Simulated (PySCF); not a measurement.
Electron affinity of S by level of theory

S⁻ [Ne] 3s2 3p5 (2P) → S [Ne] 3s2 3p4 (3P), as a difference of total energies. Calculation: PySCF 2.14, in aug-cc-pVDZ-DK (5s4p2d, 27 functions); the spin-free X2C one-electron Hamiltonian (Gaussian nucleus). Correlated levels: valence: [Ne] frozen. The calculations carry no spin-orbit coupling.

| method | electron affinity (eV) |
| --- | --- |
| UHF | 0.907 |
| SCS-MP2 (valence) | 1.762 |
| CCSD (valence) | 1.721 |
| CCSD(T) (valence) | 1.773 |

**Question.** Estimate what CCSDT (valence) gives.

**Answer.** 1.778 eV, closest to CCSD(T) (valence) among the rows shown.

**Question.** Estimate what MP2 (valence) gives.

**Answer.** 1.784 eV, closest to CCSD(T) (valence) among the rows shown.

Errors of the correlated levels include the incompleteness of this basis and the frozen core.

For comparison: 2.077 eV (measured; photodetachment measurements, as compiled on the Wikipedia data page of electron affinities).
